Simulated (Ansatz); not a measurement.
# BNH₂ (singlet): wave-function methods side by side, 6-31G

How much of the correlation energy of BNH₂ (singlet) does each wave-function method recover here?

The runs use Ansatz 0.2.0, Gaussian basis; 6-31G, core rule «outside noble gas», up to 2 orbitals frozen.

Plan: UHF; CCSD(T) on RHF; CCSD(T) on UHF; BCCD(T) on RHF; CISD; CCSDT(Q) on RHF; CCSDT(Q) on UHF; CISDTQ; CCSDTQ on RHF; CCSDTQ on UHF; CASSCF and MRCISD+Q, 10 electrons in 10 orbitals; CASSCF and NEVPT2, 10 electrons in 10 orbitals; Full CI.

4 further runs of the same task are left out: 4 set aside as unsound or not needed.

## (1) The system

The geometry is a PBE0/def2-TZVP stationary point (not a proven minimum).

4 atoms, charge 0, spin multiplicity 1.

Atoms are counted from 1 here; the program's logs count them from 0.

Bond lengths: B1–N2 1.371 Å, N2–H3 1.011 Å, N2–H4 1.011 Å. Angles: B1–N2–H3 122.7°, B1–N2–H4 122.7°, H3–N2–H4 114.6°.

Coordinates:

```
B     0.00000    0.00000    0.85998
N     0.00000    0.00000   -0.51150
H     0.00000    0.85087   -1.05800
H     0.00000   -0.85087   -1.05800
```

## (2) UHF

in.yaml reads:

```yaml
crystal:
  periodic: [false, false, false]
  atoms:
    - {symbol: B, position_ang: [0.000000, 0.000000, 0.859982]}
    - {symbol: N, position_ang: [0.000000, 0.000000, -0.511503]}
    - {symbol: H, position_ang: [0.000000, 0.850874, -1.057997]}
    - {symbol: H, position_ang: [0.000000, -0.850874, -1.057997]}
basis:
  gaussian: {orbitals: 6-31G}
magnetization: {spin_polarized: true, initial_magnetization: 0}
hamiltonian: {xc: hf}
output: {orbitals: {seedname: orbitals}}
```

Command:

```bash
$ ansatz run in.yaml --threads 1 --pin off --events-out ev --progress --plain --max-ram 2816MiB --backend cpu
```

The runs that follow: CCSD(T) on RHF; CCSD(T) on UHF; BCCD(T) on RHF; CISD; CCSDT(Q) on RHF; CCSDT(Q) on UHF; CISDTQ; CCSDTQ on RHF; CCSDTQ on UHF; CASSCF and MRCISD+Q, 10 electrons in 10 orbitals; CASSCF and NEVPT2, 10 electrons in 10 orbitals; Full CI.

Before running them: what should the planned runs give, taken together? Wanted: FCI below the RHF energy; RMP2 from FCI; RCCSD from FCI; RCCSD(T) from FCI; RCCSDT(Q) from FCI; NEVPT2 valence from FCI; MRCISD+Q valence from FCI; T1 diagnostic; effectively unpaired electrons.

As calculated:

| quantity | value |
| --- | --- |
| FCI below the RHF energy | -4.8262 eV |
| RMP2 from FCI | +786.5 meV |
| RCCSD from FCI | +135.8 meV |
| RCCSD(T) from FCI | +26.2 meV |
| RCCSDT(Q) from FCI | +0.5 meV |
| NEVPT2 valence from FCI | +463.1 meV |
| MRCISD+Q valence from FCI | +65.5 meV |
| levels within 1 kcal/mol (43 meV) | RCCSD(T), BCCD(T), RCCSDT, CISDTQ, RCCSDT(Q), RCCSDTQ |
| T1 diagnostic | 0.016 |
| effectively unpaired electrons | 0.10 |

In words: RCCSD(T) misses by +26.2 meV, 0.5 % of the correlation energy. One determinant dominates. Of the multireference levels listed MRCISD+Q valence comes nearest in total energy (+65.5 meV), which doesn't show that its space is the better one. These misses are within one basis, not against nature.
